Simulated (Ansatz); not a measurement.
Ideal-gas functions of C₂H₂FNO₂, SMILES `OC1=NC(F)O1` at 298.15 K and 1 bar, from an Ansatz frequency run at PBE0-D4/def2-TZVP.

Molar mass 91.04 g/mol, point group C1 (symmetry number 1), electronic degeneracy 1, moments of inertia 43.122, 179.386, 203.356 u Å². Harmonic wavenumbers (cm⁻¹, unscaled): 174, 371, 480, 541, 555, 754, 786, 890, 1055, 1099, 1161, 1222, 1234, 1381, 1554, 1756, 3137, 3816.

Use S(trans) = R[1.5 ln M + 2.5 ln T − 1.1517]; rotational temperatures θ = 24.2544 K / I; S(rot) = R[ln(√π/σ · √(T³/θAθBθC)) + 1.5]; for each mode x = 1.438777 ν̃/T, S = R[x/(eˣ − 1) − ln(1 − e⁻ˣ)] and H = RT x/(eˣ − 1); 1 cm⁻¹ = 0.0119627 kJ/mol; R = 8.31446 J/(mol·K).

**Question.** By hand: the entropy, in J/(mol·K).

**Answer.** Translation 165.1. Rotation: θ = 0.5625, 0.1352, 0.1193 K, giving 107.8. Vibration, mode by mode: 10.01, 4.50, 2.97, 2.36, 2.23, 1.04, 0.92, 0.61, 0.31, 0.26, 0.20, 0.16, 0.15, 0.08, 0.04, 0.02, 0.00, 0.00, in all 25.9. Electronic 0.0. Sum 298.8 J/(mol·K).

**Question.** By hand: H − E and G − E in kJ/mol, counted from the electronic energy.

**Answer.** Zero-point energy ½ × 21966 × 0.0119627 = 131.4; thermal vibration 5.0; translation, rotation and pV give 4 RT = 9.9. H − E = 146.3 kJ/mol, and G − E = 146.3 − 298.15 × 298.8/1000 = 57.2 kJ/mol.

Vibration gives 9 % of the entropy. The sum counts one conformer and one mirror image; others add a mixing term.
